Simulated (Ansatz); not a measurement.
Kohn–Sham single points on `C[B][SiH3]` radical.

```yaml
crystal:
  periodic: [false, false, false]
  atoms:
    - {symbol: C, position_ang: [-0.713673, 1.080702, -1.086258]}
    - {symbol: B, position_ang: [0.356554, 0.485352, -0.168072]}
    - {symbol: Si, position_ang: [0.763473, -1.054123, 1.006519]}
    - {symbol: H, position_ang: [-1.311173, 0.342170, -1.632898]}
    - {symbol: H, position_ang: [-0.363775, 1.854206, -1.774607]}
    - {symbol: H, position_ang: [-1.410262, 1.576895, -0.388329]}
    - {symbol: H, position_ang: [2.079163, -1.612282, 0.585072]}
    - {symbol: H, position_ang: [-0.212524, -2.188093, 1.046121]}
    - {symbol: H, position_ang: [0.900717, -0.531129, 2.395454]}
basis:
  gaussian: {orbitals: def2-TZVPP}
magnetization: {spin_polarized: true, initial_magnetization: 1}
hamiltonian: {xc: {name: PBE-QIDH}}
```

```sh
$ ansatz run in.yaml --threads 2 --pin off --events-out ev --progress --plain
```

It prints (some lines left out):

```
Functional definition: PBE-QIDH
1072 factors; integrals over basis functions are off by at most 9.0e-4 eV
mean field evaluation 1: about -9672.0726 eV, gradient 2.2e1 eV
mean field evaluation 2: about -9672.0724 eV, gradient 2.2e1 eV
mean field evaluation 4: about -9674.6708 eV, gradient 1.7e0 eV
mean field evaluation 8: about -9674.7120 eV, gradient 1.9e-1 eV
mean field evaluation 16: about -9674.7129 eV, gradient 3.7e-3 eV
mean field -9674.71288261 eV, -355.5391406801 hartree, gradient 9.1e-6 eV, S^2 0.756512; 2 other end points of the search recorded, 0 dependent functions left out
7 core orbitals not correlated: weight in the atoms' cores, before any rotation towards them, 1.000 or more for the frozen orbitals, at most 0.000 for the correlated occupied ones
reference -9674.71289648 eV, -355.5391411899 hartree; 9, 8 occupied and 172, 173 virtual orbitals, 1072 factors
second order -11.73419356 eV of doubles, -0.00000000 eV of singles
Total energy: -9678.62429434 eV, -355.6828824097 hartree
```

It took 6 s on 2 threads of a server CPU on a shared host, with 0.43 GiB of host memory at the peak.

The same input with `hamiltonian: {xc: {name: BHLYP}, dispersion: d4}` (abridged; 4.5 s):

```
Functional definition: BHLYP
mean field evaluation 16: about -9686.0931 eV, gradient 4.0e-4 eV
mean field -9686.09310027 eV, -355.9573559653 hartree, gradient 4.5e-5 eV, S^2 0.754343; 2 other end points of the search recorded, 0 dependent functions left out
Total energy: -9686.26548110 eV, -355.9636908439 hartree
```

Changing it to `hamiltonian: {xc: r2scan, dispersion: d4}` and forces (abridged; 6 s):

```
Functional definition: r2SCAN
mean field evaluation 16: about -9685.1820 eV, gradient 1.0e-4 eV
mean field -9685.18201760 eV, -355.9238742945 hartree, gradient 4.7e-5 eV, S^2 0.756007; 3 other end points of the search recorded, 0 dependent functions left out
Total energy: -9685.21602200 eV, -355.9251239333 hartree
Atom 0 force     0.035291    -0.025210    -0.002731 eV/Å
Atom 1 force     0.012694     0.000842     0.022606 eV/Å
Atom 2 force    -0.021037     0.015644    -0.026141 eV/Å
Atom 3 force    -0.013363     0.028320     0.006574 eV/Å
Atom 4 force    -0.026158    -0.002842     0.008793 eV/Å
Atom 5 force     0.000778    -0.005553    -0.024228 eV/Å
Atom 6 force    -0.016536     0.002658     0.019393 eV/Å
Atom 7 force     0.021373     0.003759     0.011885 eV/Å
Atom 8 force     0.006957    -0.017618    -0.016151 eV/Å
Dipole moment:    -0.237610     0.123158    -0.179736 e Å
```

The same input with `hamiltonian: {xc: pbe, dispersion: d4}` and forces (abridged; 3.5 s):

```
Functional definition: PBE
mean field evaluation 16: about -9680.0120 eV, gradient 2.4e-4 eV
mean field -9680.01197042 eV, -355.7338785653 hartree, gradient 4.6e-5 eV, S^2 0.753261; 3 other end points of the search recorded, 0 dependent functions left out
Total energy: -9680.15181867 eV, -355.7390178937 hartree
Atom 0 force     0.176546    -0.083545     0.071815 eV/Å
Atom 1 force     0.051185    -0.010113     0.044366 eV/Å
Atom 2 force    -0.072397     0.121595    -0.120444 eV/Å
Atom 3 force    -0.139095    -0.145288    -0.113020 eV/Å
Atom 4 force     0.055137     0.168758    -0.141946 eV/Å
Atom 5 force    -0.140550     0.097753     0.126000 eV/Å
Atom 6 force     0.141427    -0.058055    -0.034307 eV/Å
Atom 7 force    -0.096625    -0.142007     0.021247 eV/Å
Atom 8 force     0.024372     0.050901     0.146289 eV/Å
Dipole moment:    -0.246064     0.119124    -0.180784 e Å
```

With the line `hamiltonian: {xc: {name: LC-wPBE}, dispersion: d4}` (abridged; 6.5 s):

```
WARN the engine holds no damping parameters fitted to this dispersion correction and functional, so the run takes those fitted to pbe0 (hamiltonian.dispersion, under Limitations)
Functional definition: LC-wPBE
mean field evaluation 16: about -9683.3625 eV, gradient 1.3e-3 eV
mean field -9683.36253035 eV, -355.8570093715 hartree, gradient 2.5e-5 eV, S^2 0.755044; 2 other end points of the search recorded, 0 dependent functions left out
Total energy: -9683.48021373 eV, -355.8613341561 hartree
```

Changing it to `hamiltonian: {xc: {name: wB97M-V}}` and forces (abridged; 25 s):

```
Functional definition: wB97M-V
mean field evaluation 16: about -9685.0007 eV, gradient 4.7e-3 eV
mean field -9685.00069433 eV, -355.9172107875 hartree, gradient 4.0e-6 eV, S^2 0.752257; 2 other end points of the search recorded, 0 dependent functions left out
Total energy: -9685.00074701 eV, -355.9172127233 hartree
Atom 0 force    -0.048250     0.073867    -0.033788 eV/Å
Atom 1 force    -0.032731    -0.065994     0.005733 eV/Å
Atom 2 force     0.097684    -0.082472     0.117435 eV/Å
Atom 3 force     0.058682     0.045315     0.038604 eV/Å
Atom 4 force    -0.037685    -0.064339     0.049337 eV/Å
Atom 5 force     0.048601    -0.034395    -0.044803 eV/Å
Atom 6 force    -0.162464     0.060047     0.046031 eV/Å
Atom 7 force     0.099924     0.132580    -0.014064 eV/Å
Atom 8 force    -0.023761    -0.064609    -0.164486 eV/Å
Dipole moment:    -0.244786     0.116941    -0.184241 e Å
```

LC-ωPBE has ω = 0.4 bohr⁻¹; the program lends it PBE0's D4 damping.
